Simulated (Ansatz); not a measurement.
Start from `CC#CNC` and change one atom or group to get `CC#CS`.

Ansatz, PBE0-D4/def2-TZVP geometries, multiplicity 1. Each molecule was computed in one conformer, which needn't be the lowest.

```tsv
property	`CC#CNC`
size of the dipole moment (PBE/def2-TZVPP) / D	1.17
HOMO energy (B3LYP/def2-TZVPP) / eV	-5.61
size of the dipole moment (ωB97M-V/def2-TZVPP) / D	1.16
HOMO energy (PBE0/def2-TZVPP) / eV	-5.81
HOMO energy (PBE/def2-TZVPP) / eV	-4.61
LUMO energy (ωB97M-V/def2-TZVPP) / eV	2.48
```

(1) Give the same properties after the change, and the shifts. (Estimate.)

## Answers

(1) Ansatz gave: 
```
                                          property  `CC#CS`  shift
    size of the dipole moment (PBE/def2-TZVPP) / D     1.28   0.11
               HOMO energy (B3LYP/def2-TZVPP) / eV    -6.26  -0.65
size of the dipole moment (ωB97M-V/def2-TZVPP) / D     1.30   0.14
                HOMO energy (PBE0/def2-TZVPP) / eV    -6.49  -0.68
                 HOMO energy (PBE/def2-TZVPP) / eV    -5.35  -0.74
             LUMO energy (ωB97M-V/def2-TZVPP) / eV     2.02  -0.46
```

With PBE0 the HOMO falls by 0.68 eV and the LUMO falls by 1.00 eV, so the gap narrows by about 0.32 eV. PBE moves the HOMO by -0.74 eV and ωB97M-V by -0.58 eV. Dipoles are sizes alone; their direction can turn.

B3LYP here is the variant with VWN-RPA as its local correlation; programs differ in this.
